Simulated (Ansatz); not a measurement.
# H3PO (SMILES O=[PH3]): levels of theory compared

Aim: a comparison of 5 runs (HF/STO-3G, B3LYP/STO-3G, BHLYP/STO-3G, UPBE0/STO-3G, BCCD(T)/STO-3G) of H3PO. 

The results are computed with Ansatz 0.2.0.

62 further runs of the same task are left out: 5 that didn't finish, 57 set aside as unsound or not needed.

### Step 1. Starting point

The species is H3PO (5 atoms), meant as a singlet with charge 0. As SMILES, `O=[PH3]`. The P2–O1 distance was set to 2.905 Å, away from the relaxed value. At this shape a bond of the SMILES string is far longer than usual.

Bond lengths: P2–H3 1.388 Å, P2–H4 1.387 Å, P2–H5 1.387 Å. Angles: H3–P2–H4 103.2°, H3–P2–H5 103.0°, H4–P2–H5 103.2°.

### Step 2. A single-point energy at HF/STO-3G (run 1)

The input, job.yaml:

```yaml
crystal:
  periodic: [false, false, false]
  atoms:
    - {symbol: O, position_ang: [-2.705367, -0.641880, 1.043353]}
    - {symbol: P, position_ang: [-0.058510, -0.014650, 0.022530]}
    - {symbol: H, position_ang: [0.807060, 0.564860, 0.939400]}
    - {symbol: H, position_ang: [0.663660, -1.098320, -0.454890]}
    - {symbol: H, position_ang: [-0.030250, 0.876380, -1.039990]}
basis:
  gaussian:
    orbitals: STO-3G
hamiltonian:
  xc: hf
accuracy: high
```

On the command line:

```
$ ansatz run job.yaml --threads 1 --pin off --max-ram 2610MiB --events-out events.jsonl --progress --plain --runs-dir runs
```

Standard output:

```text
Warning: RAYON_NUM_THREADS=1 ignored (pool sized by the plan → 1); use --threads N
Functional definition: HF
  name "HF"
  exchange = exact_x
  correlation = 0
271 factors; integrals over basis functions are off by at most 2.3e-8 eV
mean field evaluation 1: about -11184.2257 eV, gradient 4.5e1 eV
mean field evaluation 2: about -11184.2215 eV, gradient 4.5e1 eV
mean field evaluation 4: about -11176.5514 eV, gradient 2.6e1 eV
mean field evaluation 8: about -11219.0926 eV, gradient 7.0e-1 eV
mean field evaluation 16: about -11218.6744 eV, gradient 1.1e0 eV
mean field evaluation 32: about -11218.6818 eV, gradient 2.3e-2 eV
mean field evaluation 64: about -11219.0661 eV, gradient 9.3e-1 eV
mean field -11219.08679077 eV, -412.2938349905 hartree, gradient 5.4e-8 eV, S^2 0.000000; 5 other end points of the search recorded, 0 dependent functions left out
reference -11219.08679077 eV, -412.2938349905 hartree; 13, 13 occupied and 4, 4 virtual orbitals, 271 factors
Total energy: -11219.08679077 eV, -412.2938349905 hartree
```

Run time: 0.16 s. Hardware: 1 thread of Arm Neoverse V1, shared host.

### Step 3. A single-point energy at B3LYP/STO-3G (run 2)

Edit job.yaml of step 2 so:

```diff
@@ -12,3 +12,3 @@
 hamiltonian:
-  xc: hf
+  xc: {name: B3LYP}
 accuracy: high
```

On the command line:

```
$ ansatz run job.yaml --threads 1 --pin off --max-ram 2610MiB --events-out events.jsonl --progress --plain --runs-dir runs
```

Standard output:

```text
Warning: RAYON_NUM_THREADS=1 ignored (pool sized by the plan → 1); use --threads N
Functional definition: B3LYP
  name "B3LYP"
  parameter a0 = 0.2
  parameter ax = 0.72
  parameter ac = 0.81
  exchange = (1 - a0 - ax)*slater_x + ax*b88_x + a0*exact_x
  correlation = (1 - ac)*vwn_rpa_c + ac*lyp_c
271 factors; integrals over basis functions are off by at most 2.3e-8 eV
mean field evaluation 1: about -11216.8237 eV, gradient 6.1e1 eV
mean field evaluation 2: about -10745.7548 eV, gradient 6.5e1 eV
mean field evaluation 4: about -11243.2362 eV, gradient 8.8e0 eV
mean field evaluation 8: about -11243.5355 eV, gradient 1.0e-1 eV
mean field evaluation 16: about -11243.5356 eV, gradient 2.2e-5 eV
mean field -11243.53558006 eV, -413.1923114250 hartree, gradient 1.6e-8 eV, S^2 0.000000; 2 other end points of the search recorded, 0 dependent functions left out
reference -11243.53560479 eV, -413.1923123341 hartree; 13, 13 occupied and 4, 4 virtual orbitals, 271 factors
Total energy: -11243.53560479 eV, -413.1923123341 hartree
```

Run time: 1.1 s. Hardware: 1 thread of Arm Neoverse V1, shared host; peak memory 0.09 GiB.

### Step 4. A single-point energy at BHLYP/STO-3G (run 3)

The input, run.yaml:

```yaml
crystal:
  periodic: [false, false, false]
  atoms:
    - {symbol: O, position_ang: [-2.705367, -0.641880, 1.043353]}
    - {symbol: P, position_ang: [-0.058510, -0.014650, 0.022530]}
    - {symbol: H, position_ang: [0.807060, 0.564860, 0.939400]}
    - {symbol: H, position_ang: [0.663660, -1.098320, -0.454890]}
    - {symbol: H, position_ang: [-0.030250, 0.876380, -1.039990]}
basis:
  gaussian:
    orbitals: STO-3G
hamiltonian:
  xc: {name: BHLYP}
accuracy: high
```

On the command line:

```
$ ansatz run run.yaml --threads 1 --pin off --max-ram 2610MiB --events-out events.jsonl --progress --plain --runs-dir runs
```

Standard output:

```text
Warning: RAYON_NUM_THREADS=1 ignored (pool sized by the plan → 1); use --threads N
Functional definition: BHLYP
  name "BHLYP"
  parameter a = 0.5
  exchange = (1 - a)*b88_x + a*exact_x
  correlation = lyp_c
271 factors; integrals over basis functions are off by at most 2.3e-8 eV
mean field evaluation 1: about -11211.9130 eV, gradient 5.4e1 eV
mean field evaluation 2: about -11017.5538 eV, gradient 5.1e1 eV
mean field evaluation 4: about -11242.5306 eV, gradient 1.2e1 eV
mean field evaluation 8: about -11243.1358 eV, gradient 1.6e-1 eV
mean field evaluation 16: about -11243.1244 eV, gradient 8.6e-5 eV
mean field -11243.12439011 eV, -413.1772004732 hartree, gradient 3.9e-8 eV, S^2 0.000000; 2 other end points of the search recorded, 0 dependent functions left out
reference -11243.12440706 eV, -413.1772010959 hartree; 13, 13 occupied and 4, 4 virtual orbitals, 271 factors
Total energy: -11243.12440706 eV, -413.1772010959 hartree
```

Run time: 1.1 s. Hardware: 1 thread of Arm Neoverse V1, shared host; peak memory 0.091 GiB.

Run 4 isn't shown in full; the table further down has it.

### Step 5. The energy at BCCD(T)/STO-3G (run 5)

The input, in.yaml:

```yaml
crystal:
  periodic: [false, false, false]
  atoms:
    - {symbol: O, position_ang: [-2.705367, -0.641880, 1.043353]}
    - {symbol: P, position_ang: [-0.058510, -0.014650, 0.022530]}
    - {symbol: H, position_ang: [0.807060, 0.564860, 0.939400]}
    - {symbol: H, position_ang: [0.663660, -1.098320, -0.454890]}
    - {symbol: H, position_ang: [-0.030250, 0.876380, -1.039990]}
basis:
  gaussian: {orbitals: STO-3G}
accuracy: high
correlation: {method: bccd_t, frozen_orbitals: {H: 0, O: 1, P: 5}}
scf: {omitted_lower_state_checks: [cluster_reference, increment]}
```

On the command line:

```
$ ansatz run in.yaml --threads 1 --pin off --max-ram 2610MiB --events-out events.jsonl --progress --plain --runs-dir runs
```

Standard output:

```text
Warning: RAYON_NUM_THREADS=1 ignored (pool sized by the plan → 1); use --threads N
[... 14 lines left out ...]
6 core orbitals not correlated: weight in the atoms' cores, before any rotation towards them, 1.000 or more for the frozen orbitals, at most 0.000 for the correlated occupied ones
[... 51 lines left out ...]
Total energy: -11221.82881751 eV, -412.3946026148 hartree
Checks for a lower state left out: cluster_reference, increment
```

It took 0.27 s on 1 thread of Arm Neoverse V1, shared host.

### Step 6. The series

| run | level | frozen core orbitals | energy (Eh) | wall time |
| --- | --- | --- | --- | --- |
| 1 | HF/STO-3G | – | -412.293835 | 0.16 s |
| 2 | B3LYP/STO-3G | – | -413.192312 | 1.1 s |
| 3 | BHLYP/STO-3G | – | -413.177201 | 1.1 s |
| 4 | UPBE0/STO-3G | – | -413.067029 | 30 s |
| 5 | BCCD(T)/STO-3G | 6 | -412.394603 | 0.27 s |

### Step 7. What came out

| quantity | value |
| --- | --- |
| run 5: total energy | -412.39460 Eh |
| run 5: correlation energy (6 core orbitals frozen) | -100.8 mEh |
| run 5: (T) correction | -0.26 mEh |

**Reading.** Totals of different functionals can't be ranked against each other. In run 5 the log says that unrestricted orbitals would lower the reference, so the values rest on an unstable closed-shell determinant (other closed-shell runs at this shape may share the fault). In runs 1, 2, 3, 4, 5 the basis is minimal, so the values are rough. Spin contamination of the reference: run 4 ⟨S²⟩ = 1.00. Where it is this large, the reference is a mixture of spin states, and values that rest on it are in doubt. All runs together took 33 s, the longest 30 s.
